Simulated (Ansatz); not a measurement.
Match the barriers

Saddle point of CH₆BCl, closed shell (BH₂Cl ([BH2][Cl]) + CH₄ → CH₅B ([BH2][CH3]) + HCl; bonds formed: B1–C6, Cl2–H5; bonds broken: B1–Cl2, H5–C6), PBE0-D4/def2-TZVP structure:

```xyz
9
angstrom
B -0.5119 -0.0658 -0.6828
Cl 1.0148 1.0578 -1.6504
H -0.4880 -1.1041 -1.2633
H -1.4461 0.6704 -0.7150
H 0.7708 0.5033 -0.2807
C 0.1422 -0.1904 0.8653
H 0.2023 0.7092 1.4809
H 1.0282 -0.8114 1.0112
H -0.7124 -0.7690 1.2348
```

Ansatz 0.2.0; basis: def2-TZVPP, with def2-QZVPP for the basis limit; cores frozen in the correlated methods. Extrapolation: Hartree–Fock as exp(−7.88 √X), correlation as X^−2.97. Four methods, as single points on the PBE0-D4 structures, gave these electronic barriers from the start structure: 0.871, 1.467, 1.942, 2.586 eV.

Question: The methods were, in alphabetical order, BHLYP-D4, HF, r2SCAN-D4, SPW92. Which gave which? (Judge from chemistry; the calculation decides.)

Answer: Computed: SPW92 0.871; r2SCAN-D4 1.467; BHLYP-D4 1.942; HF 2.586 eV. For comparison, CCSD(T) at an estimated basis limit (MP2 extrapolated from triple and quadruple zeta, plus CCSD(T) − MP2 in triple zeta) gives 1.736 eV.

The T1 diagnostic stays at or below 0.011. The start structure is not quite a true minimum (one mode of 46i cm⁻¹). The end structure is not quite a true minimum (one mode of 54i cm⁻¹).

Labels in which every atom is bracketed show which atoms are joined, not bond orders.

For scale, one of the runs: CCSD(T)/def2-TZVPP, 188 basis functions, launched by `ansatz run in.yaml --threads 2 --pin off --events-out ev --progress --plain --max-ram 4352MiB`. Hardware: 2 CPU threads of an Arm Neoverse V1, shared host. Wall time 39 s; peak host memory 1.9 GiB.
